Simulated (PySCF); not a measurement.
F2, SMILES FF (connectivity only; charge and spin as stated), charge +1, multiplicity 2.

The structure is a stationary point at PBE0-D3(BJ)/def2-TZVPD. The spin state was assumed, not searched.

Level of theory: PySCF with ωB97X/def2-TZVPD.

* **total energy**: -198.98500 hartree
* **point group**: D∞h
* **α spin, highest occupied and lowest empty level**: -26.93 and -11.65 eV
* **β spin, highest occupied and lowest empty level**: -26.36 and -16.84 eV
* **dipole moment about the centre of nuclear charge**: 0.00 D
* **⟨S²⟩**: 0.753 (pure state 0.75)
